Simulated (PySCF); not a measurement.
C₄H₆, triplet, at a GFN2-xTB geometry (a higher spin typed on purpose: for a closed-shell molecule this is an excited state); BLYP/6-31G in PySCF.

PySCF was given this input:
```python
from pyscf import gto, scf, dft

mol = gto.M(
    atom='''
C     1.75459894    0.26377965   -0.67660968
C     0.65006782   -0.06047826    0.17782132
C    -0.68699479    0.05653341   -0.16793300
C    -1.72770442   -0.25764166    0.66056493
H     2.19484393    1.24621075   -0.67237424
H     2.20858178   -0.47942751   -1.30949762
H     0.87209543   -0.42840088    1.17912116
H    -0.91126285    0.42192830   -1.16243482
H    -2.74878768   -0.14912379    0.34462915
H    -1.55527588   -0.62434574    1.65749488
''',
    basis='6-31g',
    spin=2,
    verbose=4,
)

mf = dft.UKS(mol)
mf.xc = 'blyp'
mf.kernel()
mf.analyze()
```

Task: What does PySCF print? Leave out banner, timings and long lists.

Result: 
```
PySCF version 2.14.0

[INPUT] verbose = 4
[INPUT] num. atoms = 10
[INPUT] num. electrons = 30
[INPUT] charge = 0
[INPUT] spin (= nelec alpha-beta = 2S) = 2
[INPUT] symmetry False subgroup None
[INPUT] Mole.unit = angstrom
[INPUT] Symbol           X                Y                Z      unit          X                Y                Z       unit  Magmom
[INPUT]  1 C      1.754598940000   0.263779650000  -0.676609680000 AA    3.315711455052   0.498471295734  -1.278606988430 Bohr   0.0
[INPUT]  2 C      0.650067820000  -0.060478260000   0.177821320000 AA    1.228450142193  -0.114287347890   0.336033593909 Bohr   0.0
[INPUT]  3 C     -0.686994790000   0.056533410000  -0.167933000000 AA   -1.298232002103   0.106832661788  -0.317347377277 Bohr   0.0
[INPUT]  4 C     -1.727704420000  -0.257641660000   0.660564930000 AA   -3.264888178001  -0.486872175678   1.248286805192 Bohr   0.0
[INPUT]  5 H      2.194843930000   1.246210750000  -0.672374240000 AA    4.147653913864   2.354997010989  -1.270603166813 Bohr   0.0
[INPUT]  6 H      2.208581780000  -0.479427510000  -1.309497620000 AA    4.173614687904  -0.905986690482  -2.474591862570 Bohr   0.0
[INPUT]  7 H      0.872095430000  -0.428400880000   1.179121160000 AA    1.648021517185  -0.809560334723   2.228216060079 Bohr   0.0
[INPUT]  8 H     -0.911262850000   0.421928300000  -1.162434820000 AA   -1.722037213991   0.797328931203  -2.196683447458 Bohr   0.0
[INPUT]  9 H     -2.748787680000  -0.149123790000   0.344629150000 AA   -5.194455889779  -0.281803121757   0.651254708042 Bohr   0.0
[INPUT] 10 H     -1.555275880000  -0.624345740000   1.657494880000 AA   -2.939045461342  -1.179842455639   3.132211376069 Bohr   0.0

nuclear repulsion = 102.942515314185
number of shells = 32
number of NR pGTOs = 112
number of NR cGTOs = 48
basis = 6-31g
ecp = {}

******** <class 'pyscf.dft.uks.UKS'> ********
method = UKS
initial guess = minao
damping factor = 0
level_shift factor = 0
DIIS = <class 'pyscf.scf.diis.CDIIS'>
diis_start_cycle = 1
diis_space = 8
diis_damp = 0
SCF conv_tol = 1e-09
SCF conv_tol_grad = None
SCF max_cycles = 50
direct_scf = True
direct_scf_tol = 1e-13
number electrons alpha = 16  beta = 14
XC library pyscf.dft.libxc version 7.1.2
    S. Lehtola, C. Steigemann, M. J. T. Oliveira, and M. A. L. Marques,  SoftwareX 7, 1–5 (2018)
XC functionals = blyp
    A. D. Becke,  Phys. Rev. A 38, 3098 (1988)
    C. Lee, W. Yang, and R. G. Parr,  Phys. Rev. B 37, 785 (1988)
    B. Miehlich, A. Savin, H. Stoll, and H. Preuss,  Chem. Phys. Lett. 157, 200 (1989)
radial grids:
    Treutler-Ahlrichs [JCP 102, 346 (1995); DOI:10.1063/1.469408] (M4) radial grids

becke partition: Becke, JCP 88, 2547 (1988); DOI:10.1063/1.454033
pruning grids: <function nwchem_prune>
grids dens level: 3
symmetrized grids: False
atomic radii adjust function: <function treutler_atomic_radii_adjust>
small_rho_cutoff = 0
Set gradient conv threshold to 3.16228e-05
tot grids = 115320
init E= -156.01420540972

cycle= 1 E= -155.726257464036  delta_E= 0.288  |g|= 0.298  |ddm|= 2.11
cycle= 2 E= -155.693219067719  delta_E= 0.033  |g|= 0.382  |ddm|= 0.903
cycle= 3 E= -155.780357576469  delta_E= -0.0871  |g|= 0.0581  |ddm|= 0.555
cycle= 4 E= -155.782142916581  delta_E= -0.00179  |g|= 0.0263  |ddm|= 0.0988
cycle= 5 E= -155.782556433003  delta_E= -0.000414  |g|= 0.0106  |ddm|= 0.0404
cycle= 6 E= -155.782621591056  delta_E= -6.52e-05  |g|= 0.00261  |ddm|= 0.0128
cycle= 7 E= -155.782627115164  delta_E= -5.52e-06  |g|= 0.000934  |ddm|= 0.00484
cycle= 8 E= -155.782627624676  delta_E= -5.1e-07  |g|= 0.000411  |ddm|= 0.00168
cycle= 9 E= -155.782627728323  delta_E= -1.04e-07  |g|= 3.88e-05  |ddm|= 0.000529
cycle= 10 E= -155.782627729933  delta_E= -1.61e-09  |g|= 1.17e-05  |ddm|= 0.00014
cycle= 11 E= -155.782627730086  delta_E= -1.53e-10  |g|= 2.55e-06  |ddm|= 4e-05
Extra cycle  E= -155.782627730078  delta_E= 7.45e-12  |g|= 4.38e-06  |ddm|= 1.19e-05
converged SCF energy = -155.782627730078  <S^2> = 2.0127784  2S+1 = 3.0085069
**** SCF Summaries ****
Total Energy =                        -155.782627730078445
Nuclear Repulsion Energy =             102.942515314185059
One-electron Energy =                 -411.788959906168031
Two-electron Energy =                  153.063816861904513
Two-electron Coulomb Energy =          176.905333752300777
DFT Exchange-Correlation Energy =      -23.841516890396264
**** MO energy ****
                             alpha | beta                alpha | beta
MO #1   energy= -9.92250512625892  | -9.91665073113515  occ= 1 | 1
MO #2   energy= -9.92194188708302  | -9.91537597273059  occ= 1 | 1
MO #3   energy= -9.91550242931164  | -9.91006121388076  occ= 1 | 1
MO #4   energy= -9.9102605809736   | -9.90298990418262  occ= 1 | 1
MO #5   energy= -0.725843989955562 | -0.710606913586166 occ= 1 | 1
MO #6   energy= -0.653387330632814 | -0.629154168051081 occ= 1 | 1
MO #7   energy= -0.553754406491435 | -0.532623899111941 occ= 1 | 1
MO #8   energy= -0.488129233376497 | -0.47897502852476  occ= 1 | 1
MO #9   energy= -0.410378211605898 | -0.401911104488294 occ= 1 | 1
MO #10  energy= -0.388008718151897 | -0.377998478926815 occ= 1 | 1
MO #11  energy= -0.385738290900919 | -0.370084305245936 occ= 1 | 1
MO #12  energy= -0.334225164272105 | -0.324235421005045 occ= 1 | 1
MO #13  energy= -0.310824670759674 | -0.305844062413893 occ= 1 | 1
MO #14  energy= -0.262432586855112 | -0.243477199964088 occ= 1 | 1
MO #15  energy= -0.161482338632105 | -0.0907764724458333 occ= 1 | 0
MO #16  energy= -0.140310179665521 | -0.0822313526194143 occ= 1 | 0
MO #17  energy= 0.0273115368453418 | 0.0469275398475628 occ= 0 | 0
MO #18  energy= 0.100289081106876  | 0.106900500680617  occ= 0 | 0
MO #19  energy= 0.105814913344892  | 0.113798147879264  occ= 0 | 0
MO #20  energy= 0.112946336303138  | 0.124290551420128  occ= 0 | 0
MO #21  energy= 0.148018059041907  | 0.157444308752722  occ= 0 | 0
MO #22  energy= 0.171475921661742  | 0.181798631014381  occ= 0 | 0
MO #23  energy= 0.184667541327007  | 0.187892182005637  occ= 0 | 0
MO #24  energy= 0.269506286441045  | 0.287588761005292  occ= 0 | 0

To work with the spin densities directly, `use mulliken_meta_spin()` only printing them here.

 ** Mulliken spin pop alpha/beta on meta-lowdin orthogonal AOs **
 ** Mulliken Spin Density (per AO)  **
spin_pop of  0 C 1s       -0.00001
spin_pop of  0 C 2s        0.03052
spin_pop of  0 C 3s       -0.00042
spin_pop of  0 C 2px       0.36497
spin_pop of  0 C 2py       0.07733
spin_pop of  0 C 2pz       0.50152
spin_pop of  0 C 3px       0.00291
spin_pop of  0 C 3py       0.00083
spin_pop of  0 C 3pz       0.00355
spin_pop of  1 C 1s       -0.00001
spin_pop of  1 C 2s        0.01286
spin_pop of  1 C 3s       -0.00021
spin_pop of  1 C 2px      -0.00179
spin_pop of  1 C 2py       0.46111
spin_pop of  1 C 2pz       0.06133
spin_pop of  1 C 3px       0.00054
spin_pop of  1 C 3py       0.00218
spin_pop of  1 C 3pz       0.00039
spin_pop of  2 C 1s        0.00000
spin_pop of  2 C 2s        0.00270
spin_pop of  2 C 3s        0.00021
spin_pop of  2 C 2px       0.00019
spin_pop of  2 C 2py      -0.08838
spin_pop of  2 C 2pz      -0.01709
spin_pop of  2 C 3px       0.00074
spin_pop of  2 C 3py       0.00004
spin_pop of  2 C 3pz       0.00016
spin_pop of  3 C 1s       -0.00001
spin_pop of  3 C 2s        0.02113
spin_pop of  3 C 3s       -0.00033
spin_pop of  3 C 2px       0.01320
spin_pop of  3 C 2py       0.45810
spin_pop of  3 C 2pz       0.07428
spin_pop of  3 C 3px      -0.00001
spin_pop of  3 C 3py       0.00287
spin_pop of  3 C 3pz       0.00026
spin_pop of  4 H 1s        0.00431
spin_pop of  4 H 2s        0.00053
spin_pop of  5 H 1s        0.00431
spin_pop of  5 H 2s        0.00053
spin_pop of  6 H 1s        0.03231
spin_pop of  6 H 2s        0.00042
spin_pop of  7 H 1s        0.00302
spin_pop of  7 H 2s        0.00056
spin_pop of  8 H 1s       -0.01617
spin_pop of  8 H 2s        0.00020
spin_pop of  9 H 1s       -0.01595
spin_pop of  9 H 2s        0.00027
 ** Mulliken Spin Density (per atom)  **
spin density of  0 C =      0.98119
spin density of  1 C =      0.53640
spin density of  2 C =     -0.10142
spin density of  3 C =      0.56949
spin density of  4 H =      0.00483
spin density of  5 H =      0.00484
spin density of  6 H =      0.03273
spin density of  7 H =      0.00358
spin density of  8 H =     -0.01597
spin density of  9 H =     -0.01568
 ** Mulliken pop alpha/beta on meta-lowdin orthogonal AOs **
 ** Mulliken pop       alpha | beta **
In total            16.00000 | 14.00000
 ** Mulliken atomic charges   ( Nelec_alpha | Nelec_beta ) **
charge of  0C =     -0.23531  (     3.60825      2.62706 )
charge of  1C =     -0.09956  (     3.31798      2.78158 )
charge of  2C =     -0.09542  (     2.99700      3.09842 )
charge of  3C =     -0.24006  (     3.40477      2.83528 )
charge of  4H =      0.11806  (     0.44339      0.43855 )
charge of  5H =      0.11806  (     0.44339      0.43855 )
charge of  6H =      0.10671  (     0.46301      0.43028 )
charge of  7H =      0.10694  (     0.44832      0.44474 )
charge of  8H =      0.11295  (     0.43554      0.45151 )
charge of  9H =      0.10762  (     0.43835      0.45403 )
Dipole moment(X, Y, Z, Debye):  0.19441,  0.01983, -0.04952
```
